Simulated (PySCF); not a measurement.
Isomers of C6H7 (doublet state), one GFN2-xTB conformer each. Single-point energies are computed at B3LYP/pcH-1 (PySCF, gas phase, no added dispersion term), electronic only. GFN2-xTB treats the open shell by occupation alone, and not every SCF solution was tested for stability.

Question: Rank them by B3LYP/pcH-1 energy, lowest first (kJ/mol).
A. `[CH2:1][C@@H:2]1[CH:3]=[CH:4][C:5]1=[CH2:6]` (doublet state) with H–C1–C2–C3 -145° and 39°
B. `[C]1=CCC=CC1` [radical]
C. `C=C1C=C[C]1C` [radical]

Answer: B (0.0), C (12.9), A (76.9).

As drawn, the highest has a four-membered ring, which the lowest lacks. Neighbours under 21 kJ/mol apart ([C]1=CCC=CC1 and C=C1C=C[C]1C) can change places with a better method, another conformer or zero-point energy. GFN2-xTB itself gives, in the same order: 0.0, 14.5, 88.4. Both levels put the same isomer lowest; measured from each level's own lowest isomer, the values differ by up to 11.5 kJ/mol ([CH2][C@@H]1C=CC1=C: 88.4 against 76.9).
